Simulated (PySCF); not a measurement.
C₅H₆ (cyclopentadiene), optimised at HF/6-31G*:

```xyz
11

C     -0.5004    -1.0210     0.0185
C     -1.1108     0.3098    -0.3356
C     -0.1874     1.2611    -0.2460
C      1.0940     0.6558     0.1680
C      0.9282    -0.6535     0.3232
H     -0.5708    -1.7321    -0.8032
H     -0.9935    -1.4797     0.8741
H     -2.1393     0.4381    -0.6141
H     -0.3294     2.3079    -0.4394
H      2.0051     1.2051     0.3150
H      1.6761    -1.3643     0.6187
```

Method: PySCF energies (xtb for GFN2) plus ideal-gas RRHO corrections (1 bar). 6-31G* has spherical d functions here. All species are closed-shell singlets. B3LYP is the form with VWN-RPA correlation. Warning, point group unlike the PBE0 one: C₅H₆ (cyclopentadiene) (GFN2-xTB).

Problem. List the harmonic frequencies (cm⁻¹, unscaled) at this level and at the other levels, each on its own geometry.

Solution. 
- HF/6-31G*: 379, 558, 751, 808, 867, 867, 985, 1034, 1041, 1069, 1072, 1080, 1217, 1233, 1254, 1413, 1455, 1534, 1584, 1742, 1818, 3192, 3219, 3380, 3390, 3409, 3417
- B3LYP/6-31G*: 350, 521, 687, 710, 812, 813, 930, 932, 949, 956, 979, 1022, 1124, 1132, 1140, 1283, 1332, 1419, 1448, 1574, 1662, 3027, 3051, 3211, 3221, 3240, 3246
- GFN2-xTB: 328, 504, 705, 765, 773, 785, 870, 879, 908, 982, 1022, 1053, 1067, 1099, 1120, 1223, 1266, 1343, 1395, 1554, 1641, 2953, 2977, 3121, 3126, 3138, 3143
- PBE/def2-SVP: 324, 510, 659, 683, 784, 784, 862, 917, 921, 931, 946, 1008, 1059, 1060, 1083, 1211, 1274, 1311, 1364, 1518, 1600, 2956, 2991, 3133, 3143, 3162, 3167
- PBE0/def2-TZVP: 343, 527, 681, 718, 818, 818, 911, 944, 957, 959, 983, 1032, 1111, 1121, 1133, 1270, 1326, 1391, 1415, 1572, 1656, 3036, 3064, 3212, 3223, 3241, 3248
